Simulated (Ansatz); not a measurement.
Basis-set extrapolation for AlFH2S (`[F][AlH][SH]`) (PBE0-D4/def2-TZVP geometry, frozen core, the Gaussian-basis code of Ansatz). Multiplicity 1, RHF reference.

```tsv
	def2-TZVPP	def2-QZVPP
HF	-740.241968	-740.265615
MP2 correlation	-0.506162	-0.553183
CCSD(T) correlation	-0.551142	-0.596564
```

Energies in hartree. Use E(X) = E(∞) + A·exp(−7.88·√X) for Hartree–Fock and E(X) = E(∞) + B·X^(−2.97) for correlation, with X = 3 and 4.

What is the CCSD(T) energy at the basis-set limit?

HF limit: -740.265615 + (-0.023647) × 0.13774 = -740.26887. Correlation limit: -0.596564 + (-0.045422) × 0.74074 = -0.63021. Total: -740.89908 hartree, 278.2 kJ/mol below CCSD(T)/def2-TZVPP.
